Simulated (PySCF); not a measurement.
Consider N-methylformamide, `CNC=O` (C2H5NO). Coordinates in Å; atoms count from 1 in this order:
```
C    -1.1039    0.0042    0.1155
N     0.2152   -0.4685   -0.2118
C     1.3273    0.2874   -0.0377
O     1.3478    1.4159    0.3956
H    -0.9969    1.0231    0.5101
H    -1.5834   -0.6236    0.8839
H    -1.7585    0.0364   -0.7705
H     0.3320   -1.4016   -0.5840
H     2.2524   -0.2581   -0.3463
```

Level of theory: ωB97X-D3(BJ)/def2-TZVP single points in PySCF, grid level 2; every species was optimised with PBE0-D3(BJ)/def2-SVP. Thermal corrections: PBE0-D3(BJ)/def2-SVP frequencies, unscaled, ideal gas at 298.15 K and 1 bar, quasi-RRHO entropy.

Rank these of its sites by proton affinity, highest first.
A. O4 (amide oxygen)
B. N2 (amide nitrogen)

A (871 kJ/mol), B (798 kJ/mol).

For N2 (amide nitrogen), what are ΔE (electronic) and ΔG(298 K) of removing the proton again?

ΔE = 827 and ΔG = 767 kJ/mol, beside ΔH = 798 kJ/mol. The protonated species is `C[NH2+]C=O`.

Of those listed, which site of protonation is favoured in water (IEF-PCM), and by how much?

O4 (amide oxygen), by 37 kJ/mol over N2 (amide nitrogen); the gas phase favours the same one.
